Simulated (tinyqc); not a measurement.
Worked calculation: coupled-perturbed Hartree-Fock on RHF in the sto-3g basis, for H2F+, spin multiplicity 1. One step of it, computed by the program tinyqc.

Question. Iteration 1: building the Fock matrix. J_ij = sum D_kl (ij|kl), K_ij = sum D_kl (ik|jl); F = H + J - 0.5 K; E = tr D H + tr D J / 2 - 0.25 tr D K + E_nn.

D at the start, order 1F 1s, 1F 2s, 1F 2px, 1F 2py, 1F 2pz, 2H 1s, 3H 1s:
```
[[1.954769, -0.450744, 0.000000, 0.000000, 0.014726, -0.012459, -0.012459],
 [-0.450744, 1.913811, 0.000000, 0.000000, -0.084818, 0.022598, 0.022598],
 [0.000000, 0.000000, 1.484797, 0.000000, 0.000000, 0.000000, 0.000000],
 [0.000000, 0.000000, 0.000000, 1.288883, 0.000000, 0.153680, -0.153680],
 [0.014726, -0.084818, 0.000000, 0.000000, 1.423756, 0.063439, 0.063439],
 [-0.012459, 0.022598, 0.000000, 0.153680, 0.063439, 0.925817, 0.057421],
 [-0.012459, 0.022598, 0.000000, -0.153680, 0.063439, 0.057421, 0.925817]]
```

core Hamiltonian H = T + V (hartree), order 1F 1s, 1F 2s, 1F 2px, 1F 2py, 1F 2pz, 2H 1s, 3H 1s:
```
[[-41.188411, -9.666546, 0.000000, 0.000000, -0.016347, -2.059914, -2.059914],
 [-9.666546, -11.657024, 0.000000, 0.000000, -0.195042, -4.364229, -4.364229],
 [0.000000, 0.000000, -9.274083, 0.000000, 0.000000, 0.000000, 0.000000],
 [0.000000, 0.000000, 0.000000, -9.444667, 0.000000, -2.339658, 2.339658],
 [-0.016347, -0.195042, 0.000000, 0.000000, -9.342216, -1.539492, -1.539492],
 [-2.059914, -4.364229, 0.000000, -2.339658, -1.539492, -5.815482, -1.794585],
 [-2.059914, -4.364229, 0.000000, 2.339658, -1.539492, -1.794585, -5.815482]]
```

Two-electron integrals (ij|kl) in chemists' order, unique and non-zero (hartree):
```
(11|11) 5.403501    (21|11) 0.841920    (21|21) 0.156299    (22|11) 1.268028
(22|21) 0.292344    (22|22) 0.926167    (31|31) 0.027998    (32|31) 0.043169
(32|32) 0.204588    (33|11) 1.264502    (33|21) 0.292403    (33|22) 0.925959
(33|33) 0.997514    (41|41) 0.027998    (42|41) 0.043169    (42|42) 0.204588
(43|43) 0.053770    (44|11) 1.264502    (44|21) 0.292403    (44|22) 0.925959
(44|33) 0.889973    (44|44) 0.997514    (51|51) 0.027998    (52|51) 0.043169
(52|52) 0.204588    (53|53) 0.053770    (54|54) 0.053770    (55|11) 1.264502
(55|21) 0.292403    (55|22) 0.925959    (55|33) 0.889973    (55|44) 0.889973
(55|55) 0.997514    (61|11) 0.181166    (61|21) 0.033321    (61|22) 0.061835
(61|33) 0.061745    (61|41) 0.001145    (61|42) 0.002136    (61|44) 0.061945
(61|51) 0.000723    (61|52) 0.001350    (61|54) 0.000126    (61|55) 0.061825
(61|61) 0.007176    (62|11) 0.429340    (62|21) 0.100188    (62|22) 0.350752
(62|33) 0.345835    (62|41) 0.005719    (62|42) 0.043454    (62|44) 0.356139
(62|51) 0.003614    (62|52) 0.027462    (62|54) 0.006512    (62|55) 0.349951
(62|61) 0.021623    (62|62) 0.159361    (63|31) 0.010839    (63|32) 0.062890
(63|43) 0.009288    (63|53) 0.005870    (63|63) 0.024420    (64|11) 0.235928
(64|21) 0.055798    (64|22) 0.209239    (64|33) 0.200099    (64|41) 0.013648
(64|42) 0.087759    (64|44) 0.224827    (64|51) 0.001775    (64|52) 0.015717
(64|54) 0.009758    (64|55) 0.202557    (64|61) 0.012583    (64|62) 0.116491
(64|64) 0.109002    (65|11) 0.149104    (65|21) 0.035263    (65|22) 0.132237
(65|33) 0.126461    (65|41) 0.001775    (65|42) 0.015717    (65|44) 0.130349
(65|51) 0.011961    (65|52) 0.072823    (65|54) 0.011745    (65|55) 0.139753
(65|61) 0.007952    (65|62) 0.073621    (65|64) 0.053455    (65|65) 0.058203
(66|11) 0.555485    (66|21) 0.131755    (66|22) 0.529463    (66|33) 0.510807
(66|41) 0.010122    (66|42) 0.105988    (66|44) 0.550354    (66|51) 0.006397
(66|52) 0.066983    (66|54) 0.024993    (66|55) 0.526602    (66|61) 0.028660
(66|62) 0.298288    (66|64) 0.253260    (66|65) 0.160058    (66|66) 0.774606
(71|11) 0.181166    (71|21) 0.033321    (71|22) 0.061835    (71|33) 0.061745
(71|41) -0.001145   (71|42) -0.002136   (71|44) 0.061945    (71|51) 0.000723
(71|52) 0.001350    (71|54) -0.000126   (71|55) 0.061825    (71|61) 0.007078
(71|62) 0.021010    (71|64) 0.011167    (71|65) 0.007731    (71|66) 0.027538
(71|71) 0.007176    (72|11) 0.429340    (72|21) 0.100188    (72|22) 0.350752
(72|33) 0.345835    (72|41) -0.005719   (72|42) -0.043454   (72|44) 0.356139
(72|51) 0.003614    (72|52) 0.027462    (72|54) -0.006512   (72|55) 0.349951
(72|61) 0.021010    (72|62) 0.131817    (72|64) 0.065771    (72|65) 0.059091
(72|66) 0.204259    (72|71) 0.021623    (72|72) 0.159361    (73|31) 0.010839
(73|32) 0.062890    (73|43) -0.009288   (73|53) 0.005870    (73|63) 0.019601
(73|73) 0.024420    (74|11) -0.235928   (74|21) -0.055798   (74|22) -0.209239
(74|33) -0.200099   (74|41) 0.013648    (74|42) 0.087759    (74|44) -0.224827
(74|51) -0.001775   (74|52) -0.015717   (74|54) 0.009758    (74|55) -0.202557
(74|61) -0.011167   (74|62) -0.065771   (74|64) -0.013495   (74|65) -0.028808
(74|66) -0.089378   (74|71) -0.012583   (74|72) -0.116491   (74|74) 0.109002
(75|11) 0.149104    (75|21) 0.035263    (75|22) 0.132237    (75|33) 0.126461
(75|41) -0.001775   (75|42) -0.015717   (75|44) 0.130349    (75|51) 0.011961
(75|52) 0.072823    (75|54) -0.011745   (75|55) 0.139753    (75|61) 0.007731
(75|62) 0.059091    (75|64) 0.028808    (75|65) 0.045762    (75|66) 0.101600
(75|71) 0.007952    (75|72) 0.073621    (75|74) -0.053455   (75|75) 0.058203
(76|11) 0.164850    (76|21) 0.038821    (76|22) 0.147594    (76|33) 0.145004
(76|44) 0.147922    (76|51) 0.002264    (76|52) 0.020522    (76|55) 0.149701
(76|61) 0.008288    (76|62) 0.066260    (76|64) 0.041989    (76|65) 0.034884
(76|66) 0.128959    (76|71) 0.008288    (76|72) 0.066260    (76|74) -0.041989
(76|75) 0.034884    (76|76) 0.033270    (77|11) 0.555485    (77|21) 0.131755
(77|22) 0.529463    (77|33) 0.510807    (77|41) -0.010122   (77|42) -0.105988
(77|44) 0.550354    (77|51) 0.006397    (77|52) 0.066983    (77|54) -0.024993
(77|55) 0.526602    (77|61) 0.027538    (77|62) 0.204259    (77|64) 0.089378
(77|65) 0.101600    (77|66) 0.338078    (77|71) 0.028660    (77|72) 0.298288
(77|74) -0.253260   (77|75) 0.160058    (77|76) 0.128959    (77|77) 0.774606
```

nuclear repulsion = 10.81474341 hartree

Give: Coulomb J; exchange K; Fock matrix F; total energy of this density.

Answer.

Coulomb J (hartree), order 1F 1s, 1F 2s, 1F 2px, 1F 2py, 1F 2pz, 2H 1s, 3H 1s:
```
[[18.7982, 3.5908, 0.0000, 0.0000, 0.0100, 0.7656, 0.7656],
 [3.5908, 9.0624, 0.0000, 0.0000, 0.1235, 3.4443, 3.4443],
 [0.0000, 0.0000, 9.0214, 0.0000, 0.0000, 0.0000, 0.0000],
 [0.0000, 0.0000, 0.0000, 9.0910, 0.0000, 2.0618, -2.0618],
 [0.0100, 0.1235, 0.0000, 0.0000, 9.0498, 1.3458, 1.3458],
 [0.7656, 3.4443, 0.0000, 2.0618, 1.3458, 5.3915, 1.4682],
 [0.7656, 3.4443, 0.0000, -2.0618, 1.3458, 1.4682, 5.3915]]
```

exchange K (hartree), order 1F 1s, 1F 2s, 1F 2px, 1F 2py, 1F 2pz, 2H 1s, 3H 1s:
```
[[10.2292, 1.7857, 0.0000, 0.0000, 0.0141, 0.4222, 0.4222],
 [1.7857, 3.0438, 0.0000, 0.0000, 0.1189, 1.3709, 1.3709],
 [0.0000, 0.0000, 2.0941, 0.0000, 0.0000, 0.0000, 0.0000],
 [0.0000, 0.0000, 0.0000, 2.1976, 0.0000, 0.6804, -0.6804],
 [0.0141, 0.1189, 0.0000, 0.0000, 2.1384, 0.4873, 0.4873],
 [0.4222, 1.3709, 0.0000, 0.6804, 0.4873, 1.4149, 0.5884],
 [0.4222, 1.3709, 0.0000, -0.6804, 0.4873, 0.5884, 1.4149]]
```

Fock matrix F (hartree), order 1F 1s, 1F 2s, 1F 2px, 1F 2py, 1F 2pz, 2H 1s, 3H 1s:
```
[[-27.5048, -6.9687, 0.0000, 0.0000, -0.0133, -1.5054, -1.5054],
 [-6.9687, -4.1165, 0.0000, 0.0000, -0.1310, -1.6054, -1.6054],
 [0.0000, 0.0000, -1.2998, 0.0000, 0.0000, 0.0000, 0.0000],
 [0.0000, 0.0000, 0.0000, -1.4525, 0.0000, -0.6181, 0.6181],
 [-0.0133, -0.1310, 0.0000, 0.0000, -1.3616, -0.4373, -0.4373],
 [-1.5054, -1.6054, 0.0000, -0.6181, -0.4373, -1.1314, -0.6206],
 [-1.5054, -1.6054, 0.0000, 0.6181, -0.4373, -0.6206, -1.1314]]
```

total energy of this density = -94.296853 hartree

This density is the starting one; it is not idempotent, so its energy is not variational and may lie below the converged one.
